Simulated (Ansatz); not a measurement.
H2N–C, sextet: reading a ladder of total energies

Geometry: that of the H2N–C, quartet, kept fixed. The quartet lies 7.7 eV lower here.

```csv
atom,x (Å),y (Å),z (Å)
N,0.0000,0.0000,0.5481
C,0.0000,0.0000,-0.8171
H,0.0000,0.8633,1.0602
H,0.0000,-0.8633,1.0602
```

Basis cc-pVDZ; Ansatz 0.2.0. Correlated methods freeze the noble-gas cores, which leaves 11 electrons in 36 orbitals. R marks a restricted (for open shells ROHF) determinant, U an unrestricted one.

Full CI isn't at hand for all of this; UCCSDT(Q) serves as the reference, and is uncertain by about the last step of the cluster series.

Runs differ by some tens of microhartree through their thresholds and, for an open shell, their frozen cores, so steps under 0.03 kcal/mol mean nothing.

| level | total energy (hartree) |
| --- | --- |
| UHF | -93.045231 |
| UMP2 | -93.231978 |
| UCCSD | -93.258495 |
| UCCSD(T) | -93.263206 |
| UCCSDT | -93.263852 |
| UCCSDT(Q) | -93.264135 |

Task: What is the correlation energy at UCCSDT(Q), and what share of it do UMP2 and UCCSD recover?

Result: E(corr) = -93.264135 − (-93.045231) = -0.218904 hartree = -5.957 eV. UMP2: -0.186747 / -0.218904 = 85.31 %. UCCSD: -0.213264 / -0.218904 = 97.42 %.

Task: By how many kcal/mol does UCCSD(T) miss UCCSDT(Q) (1 hartree = 627.509 kcal/mol), and which steps make up the rest?

Result: -93.263206 − (-93.264135) = 0.000929 hartree = 0.58 kcal/mol. Steps: UCCSDT − UCCSD(T) = -0.41, UCCSDT(Q) − UCCSDT = -0.18 kcal/mol. That is within 1 kcal/mol of the reference in this basis, which itself misses far more of the correlation at the basis-set limit.
